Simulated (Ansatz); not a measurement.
# Al2H4S: how energies converge with the basis set

Aim: see how fast density functionals converge with the basis set for Al2H4S.

Program: Ansatz 0.2.0, Gaussian basis. Level of theory: one geometry, several basis sets. These are calculated values, not measurements.

The runs, in order: PBE0-D4/def2-SVP; ωB97M-V/def2-SVP; PBE0-D4/def2-QZVPP; ωB97M-V/def2-QZVPP; the functionals' def2-TZVPP values are taken from earlier runs.

## Step 1: The relaxed structure

An earlier PBE0-D4 in a triple-zeta def2 set relaxation fixed the geometry.

SMILES `[AlH2][S][AlH2]`, 7 atoms, charge 0, spin multiplicity 1.

Atoms are counted from 1 here; the program's logs count them from 0.

Bond lengths: Al1–S2 2.183 Å, Al1–H4 1.581 Å, Al1–H5 1.580 Å, S2–Al3 2.183 Å, Al3–H6 1.580 Å, Al3–H7 1.581 Å. Angles: S2–Al1–H4 120.5°, S2–Al1–H5 116.2°, H4–Al1–H5 123.3°, Al1–S2–Al3 101.4°, S2–Al3–H6 116.2°, S2–Al3–H7 120.5°, H6–Al3–H7 123.3°.

## Step 2: PBE0-D4 in def2-SVP

in.yaml reads:

```yaml
crystal:
  periodic: [false, false, false]
  atoms:
    - {symbol: Al, position_ang: [-1.436677, 0.374549, -0.794594]}
    - {symbol: S, position_ang: [-0.514276, 0.655043, 1.164193]}
    - {symbol: Al, position_ang: [1.409539, -0.337587, 0.881330]}
    - {symbol: H, position_ang: [-0.666336, -0.394292, -1.940672]}
    - {symbol: H, position_ang: [-2.885177, 0.978631, -0.976639]}
    - {symbol: H, position_ang: [2.385223, -0.335273, 2.123999]}
    - {symbol: H, position_ang: [1.769105, -1.009072, -0.503518]}
basis:
  gaussian: {orbitals: def2-SVP}
hamiltonian: {xc: pbe0, dispersion: d4}
output: {orbitals: {seedname: orbitals}}
```

Started as:

```bash
$ ansatz run in.yaml --threads 2 --pin off --events-out ev --progress --plain --max-ram 4352MiB
```

Further steps of the session: ωB97M-V in def2-SVP; PBE0-D4 in def2-QZVPP; ωB97M-V in def2-QZVPP.

Before running them: what should the planned runs give, taken together? Wanted: PBE0-D4: double and triple zeta above quadruple; ωB97M-V: double and triple zeta above quadruple.

As calculated:

```
                                       quantity          value
PBE0-D4: double and triple zeta above quadruple  9.15, 0.74 eV
ωB97M-V: double and triple zeta above quadruple  9.11, 0.71 eV
```

In words: PBE0-D4 gains 8.41 eV from double to triple zeta, then 0.74 eV more. These are total energies; as a rule much of such shifts cancels in differences, which this series doesn't test.
